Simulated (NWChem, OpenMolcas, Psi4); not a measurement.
CH2S (SMILES C=S): the dipole moment, rung by rung

CH2S: 4 atoms, total charge 0, spin state singlet. SMILES: `C=S`. The shape is that of a PBE0-D4/def2-TZVP optimisation.

Quantity: the dipole moment, in D. The values are calculated.

**What was measured.** NIST CCCBDB gives the dipole moment of the gas as 1.65 D.

| level | kind | program | value (D) | computed − measured | CPU time |
| --- | --- | --- | --- | --- | --- |
| HF/def2-TZVPP | Hartree–Fock | Psi4 | 2.09 | +0.44 | 7.7 s |
| SVWN5/def2-TZVPP | LDA | NWChem | 1.62 | -0.03 | 15 s |
| TPSS/def2-TZVPP | meta-GGA | OpenMolcas | 1.70 | +0.05 | 34 s |
| r2SCAN/def2-TZVPP | meta-GGA | NWChem | 1.75 | +0.10 | 19 s |
| BHLYP/def2-TZVPP | global hybrid | OpenMolcas | 1.82 | +0.17 | 29 s |
| PBE0/def2-TZVPP | global hybrid | NWChem | 1.73 | +0.08 | 16 s |
| wB97X-V/def2-TZVPP | range-separated hybrid | Psi4 | 1.78 | +0.13 | 85 s |
| wB97X/def2-TZVPP | range-separated hybrid | Psi4 | 1.80 | +0.15 | 25 s |

Nearest: SVWN5/def2-TZVPP (-0.03 D); farthest: HF/def2-TZVPP (+0.44 D). The measured dipole is a vibrational average, so differences of a few hundredths of a debye mean little. Computed less measured by kind, in D (of the ab initio rows, those in def2-TZVPP): Hartree–Fock +0.44; LDA -0.03; meta-GGA +0.05 to +0.10; global hybrid +0.08 to +0.17; range-separated hybrid +0.13 to +0.15. Magnitudes only. Times are those of the runs behind each value, whatever else they computed, on shared processors of several kinds: orders of magnitude only.
